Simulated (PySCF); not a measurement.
# Worked example for `C/C=C(\F)CC` (C5H9F): deprotonation at atom C5

Non-hydrogen atoms are numbered in `[CH3:1]/[CH:2]=[C:3](\[F:4])[CH2:5][CH3:6]`.

Computed at PBE0-D3(BJ)/ma-def2-TZVP // PBE0-D3(BJ)/ma-def2-SVP with PySCF (density fitting, grid level 2). The prefix ma- adds one diffuse s and one diffuse p function on all atoms but H. Zero-point and thermal terms (298.15 K, 1 bar) come from unscaled GFN2-xTB harmonic frequencies, with soft modes damped to free rotors in the entropy. These were taken at the GFN2-xTB minima.

Step: `C/C=C(\F)CC` → `CC=C(F)[CH-]C` + H⁺.

```tsv
species	charge	multiplicity	E / Eh
C/C=C(\F)CC	0	1	-295.563908
CC=C(F)[CH-]C	-1	1	-294.936606
```

Thermal terms, products less reactant: Δ(H − E) = -37.00 kJ/mol, Δ(G − E) = -72.27 kJ/mol (the bare proton has no electronic energy, H = 5/2 RT). 1 Eh = 2625.50 kJ/mol.

Question: What are ΔE, ΔH and ΔG of this step?

Answer: ΔE = 0.627302 Eh = 1646.98 kJ/mol; ΔH = 1610.0 kJ/mol; ΔG = 1574.7 kJ/mol, all in the gas phase at 298.15 K and 1 bar. The digits show the arithmetic; the method itself can be off by 10 kJ/mol or more.

Caveats: C2 is not listed: the run failed or kept an imaginary mode, or the ion rearranged or equalled another.
